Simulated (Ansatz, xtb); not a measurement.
**Two spin states of NOS−**

We compare X, `O=N[S-]`, a singlet, with Y, the triplet with the links of `O=N[S-]`. Both are isolated ions in the gas phase, relaxed with r2SCAN-D4/def2-TZVPD.

X (Å):

```yaml
atoms:
  - { symbol: N, position_ang: [1.3235, -0.1166, -3.2733] }
  - { symbol: O, position_ang: [1.8423, -0.9372, -2.5162] }
  - { symbol: S, position_ang: [-0.2834, -0.4220, -3.8325] }
```

Y (Å):

```
atom    x (Å)    y (Å)    z (Å)
   N   1.2379  -0.2122  -3.2534
   O   1.9496  -0.9069  -2.4851
   S  -0.3050  -0.3568  -3.8835
```

Problem. Estimate which is lower in electronic energy at CCSD(T)/def2-TZVPPD, and by roughly how much.

Solution. The CCSD(T)/def2-TZVPPD calculation puts structure X lower, by 1.133 eV.

How the difference moves with the method:

| level | geometry | E(Y) − E(X) (eV) | departure from the last row (eV) | job, with rough time for the two |
| --- | --- | --- | --- | --- |
| r2SCAN-D4/def2-TZVPD | r2SCAN-D4/def2-TZVPD | +0.824 | −0.309 | optimisation, 31 s |
| HF/def2-TZVPPD | r2SCAN-D4/def2-TZVPD | +0.103 | −1.030 | part of the CCSD(T) run |
| MP2/def2-TZVPPD | r2SCAN-D4/def2-TZVPD | +1.307 | +0.174 | part of the CCSD(T) run |
| CCSD(T)/def2-TZVPPD | r2SCAN-D4/def2-TZVPD | +1.133 |  | single point, 16 s |

None of the levels shown reverses the order. The largest departure from CCSD(T)/def2-TZVPPD is that of HF/def2-TZVPPD, 1.030 eV. Levels run at GFN2-xTB geometries aren't shown.

With harmonic frequencies from r2SCAN-D4/def2-TZVPD (ideal gas, rigid rotor, one conformer each, 298.15 K, 1 atm): the zero-point term adds −0.010 eV; ΔH is +1.125 and ΔG +1.099 eV.

The T1 diagnostic of structure X is large, so the coupled-cluster value is less sure. Open shells are spin-unrestricted. The correlated steps freeze 7 core orbitals. ΔG holds the spin degeneracy. Programs: Ansatz 0.2.0; the last row on 2 threads of Arm Neoverse V2 on a shared host.
